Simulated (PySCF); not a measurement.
# Ionisation energy of C by level of theory

C [He] 2s2 2p2 (3P) → C⁺ [He] 2s2 2p1 (2P), as a difference of total energies. Computed with PySCF 2.14 in x2c-QZVPPall with one added diffuse shell each of s, p, d, f type (8s5p4d3f1g, 73 functions), with scalar relativity by spin-free X2C-1e. Correlated levels: valence: 1s2 frozen; valence and next inner shell: nothing frozen. The calculations carry no spin-orbit coupling.

```csv
method,ionisation energy (eV),error (eV)
UHF,10.797,-0.465
LDA,11.688,+0.426
PBE,11.535,+0.273
PBE0,11.509,+0.247
r2SCAN,11.661,+0.399
MN15,11.316,+0.054
LC-wPBE,11.672,+0.410
B3LYP,11.538,+0.276
M06-L,11.398,+0.136
MP2 (valence),11.277,+0.015
SCS-MP2 (valence),11.144,-0.118
MP2 (valence and next inner shell),11.297,+0.035
SCS-MP2 (valence and next inner shell),11.158,-0.104
```

Reference: 11.262 eV (measured; NIST levels, between the centres of gravity of the two terms).

Errors of the correlated levels include the incompleteness of this basis and the frozen core.
